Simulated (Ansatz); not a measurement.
Reaction (SMILES): N#N (N2) → N2+ (doublet, bonded as N#N) + e-
B3LYP-D3(BJ)/def2-TZVP geometries, fixed; electronic energies without zero-point terms.

Basis-set convergence of the adiabatic ionisation energy at PBE with Ansatz (a program for electronic structure). All functions are spherical. The program fits the integrals of some runs and decomposes those of others, by size. Open shells are unrestricted. No added dispersion term, no relativity. Functions are those of the species that has most. Reference: the value in aug-cc-pV5Z, 15.367 eV, itself unsure by roughly 0.002 eV (its mean distance from pcseg-4, aug-pcseg-3, aug-cc-pVQZ). Deviations are taken from unrounded values.

| basis | functions | adiabatic ionisation energy (eV) |
|---|---|---|
| cc-pVDZ | 28 | 15.139 |
| aug-cc-pVDZ | 46 | 15.339 |
| def2-SVP | 28 | 15.304 |
| def2-SVPD | 40 | 15.380 |
| pcseg-1 | 28 | 15.342 |
| aug-pcseg-1 | 46 | 15.416 |
| 6-311G** | 36 | 15.302 |
| 6-311+G** | 44 | 15.393 |
| cc-pVTZ | 60 | 15.316 |
| aug-cc-pVTZ | 92 | 15.373 |
| pcseg-2 | 60 | 15.368 |
| aug-pcseg-2 | 92 | 15.376 |
| def2-TZVPP | 62 | 15.349 |
| def2-TZVPPD | 74 | 15.363 |
| cc-pVQZ | 110 | 15.339 |
| aug-cc-pVQZ | 160 | 15.369 |
| def2-QZVPP | 114 | 15.343 |
| def2-QZVPPD | 126 | 15.364 |
| pcseg-3 | 120 | 15.359 |
| aug-pcseg-3 | 170 | 15.369 |
| cc-pV5Z | 182 | 15.354 |
| aug-cc-pV5Z | 254 | 15.367 |

What the diffuse functions change, pair by pair:
- cc-pVDZ to aug-cc-pVDZ: 18 more functions, deviation -0.229 to -0.028 eV
- def2-SVP to def2-SVPD: 12 more functions, deviation -0.063 to 0.013 eV
- pcseg-1 to aug-pcseg-1: 18 more functions, deviation -0.025 to 0.049 eV
- 6-311G** to 6-311+G**: 8 more functions, deviation -0.065 to 0.026 eV
- cc-pVTZ to aug-cc-pVTZ: 32 more functions, deviation -0.051 to 0.006 eV
- pcseg-2 to aug-pcseg-2: 32 more functions, deviation 0.001 to 0.009 eV
- def2-TZVPP to def2-TZVPPD: 12 more functions, deviation -0.018 to -0.004 eV
- cc-pVQZ to aug-cc-pVQZ: 50 more functions, deviation -0.028 to 0.001 eV
- def2-QZVPP to def2-QZVPPD: 12 more functions, deviation -0.024 to -0.003 eV
- pcseg-3 to aug-pcseg-3: 50 more functions, deviation -0.009 to 0.002 eV
- cc-pV5Z to aug-cc-pV5Z: 72 more functions, deviation -0.013 to 0.000 eV

Leaving out the reference's own pair, they bring the value nearer the reference by more than 0.002 eV in 8 of 10 pairs.
